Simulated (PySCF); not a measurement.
Molecule: C₂H₃O₂, net charge -1, singlet state. It need not be the lowest isomer of its formula. Whether it binds its extra electron was not tested at this geometry. 
Structure (B3LYP-D3(BJ)/def2-TZVP (Ansatz) minimum search):
SMILES: [CH2-]C(=O)O
```xyz
7

C      0.1085     0.0550    -0.0525
O      0.2233     1.2137    -0.5186
O     -1.2014    -0.2534     0.4485
H     -1.6558     0.5804     0.2714
C      1.0129    -0.9737     0.0648
H      0.7278    -1.9201     0.5019
H      2.0248    -0.8310    -0.2866
```
Charge -1, spin multiplicity 1.

Dispersion corrections to the total energy (kcal/mol) from the dftd3 and dftd4 libraries through PySCF: D3(BJ) without and D4 with the three-body term, each with the damping fitted for the functional named.

```json
[
 {"functional": "TPSSh", "D3(BJ)": "?", "D4": "-3.29"},
 {"functional": "LC-wPBE", "D3(BJ)": "-1.99", "D4": "-2.94"},
 {"functional": "B2PLYP", "D3(BJ)": "-1.71", "D4": "-1.85"},
 {"functional": "HSE06", "D3(BJ)": "-1.32", "D4": "-2.01"},
 {"functional": "PW6B95", "D3(BJ)": "-0.99", "D4": "-2.37"},
 {"functional": "BLYP", "D3(BJ)": "?", "D4": "-6.20"},
 {"functional": "BP86", "D3(BJ)": "?", "D4": "-3.40"}
]
```

Some entries are withheld; supply them.


- TPSSh, D3(BJ): -2.53
- BLYP, D3(BJ): -4.80
- BP86, D3(BJ): -3.36
